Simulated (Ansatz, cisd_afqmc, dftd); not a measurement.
Barrier from H (doublet) + N2 (SMILES N#N) to the saddle point below; all geometries are those of the NHTBH38 set.
```
N
N 1 1.1228
H 1 1.4306 2 117.54
```
Charge 0, spin multiplicity 2.

Quantity: barrier height (electronic, no zero-point energy), in kcal/mol. UHF or UKS for unpaired electrons; spin-orbit terms are left out. Cores are frozen in correlated methods. Rows without X2C or -DK are non-relativistic. AFQMC is phaseless with a CISD trial state; ± is one standard error, without the phaseless bias. Outlying blocks are dropped, and bars are widened where a walk drifts. Over all cases where full CI ran beside it in this data, AFQMC minus full CI had a median of +0.1 mEh and passed +0.4 mEh in a tenth of the cases. CBS(X,Y): correlation extrapolated as X^-3, Hartree-Fock from the larger set. A bracket is a step between two methods taken in the basis named. The functionals are non-relativistic, so their misses hold any scalar relativity. Double hybrids freeze cores in their MP2 part. '+ core + X2C': CCSD(T) terms for core correlation (cc-pwCVTZ) and scalar relativity (cc-pVTZ-DK). Where a partner has so few electrons that a lower coupled-cluster level is exact, that level stands in. The UHF reference of HN2 (saddle point or complex, doublet) is spin-contaminated (<S^2> up to 0.15 over the pure value in the sets run).

Published benchmark value: 14.7 kcal/mol (Zhao et al., NHTBH38), a best estimate, not a measurement.

```csv
level,program,barrier height (kcal/mol),difference against that value
PBE-D4/def2-TZVPD,Ansatz + dftd4,5.2,-9.5
PBE0-D3(BJ)/def2-TZVPD,Ansatz + dftd3,8.5,-6.2
PBE0/def2-TZVPD,Ansatz,8.7,-6.0
CAM-B3LYP-D3(BJ)/def2-TZVPD,Ansatz + dftd3,8.9,-5.8
CAM-B3LYP/def2-TZVPD,Ansatz,9.1,-5.6
wB97M-V/def2-TZVPD,Ansatz,12.9,-1.8
B2PLYP/def2-TZVPD,Ansatz,12.9,-1.8
MP2/aug-cc-pVDZ,Ansatz,27.4,12.7
CCSD/aug-cc-pVTZ,Ansatz,15.1,0.4
CCSD(T)/aug-cc-pVDZ,Ansatz,14.8,0.1
"CCSD(T)/CBS(aug-cc-pVTZ,aug-cc-pVQZ) + core + X2C",Ansatz,14.6,-0.1
CCSDT(Q)/aug-cc-pVDZ,Ansatz,14.5,-0.2
AFQMC/CISD/aug-cc-pVDZ,cisd_afqmc,14.1 ± 0.4,-0.6
AFQMC/CISD/aug-cc-pVTZ,cisd_afqmc,14.3 ± 0.3,-0.4
"CCSD(T)/CBS(aug-cc-pVTZ,aug-cc-pVQZ) + [CCSDT(Q) - CCSD(T)]/aug-cc-pVDZ + core + X2C",Ansatz,14.2,-0.5
```

Ansatz is a program for electronic structure.
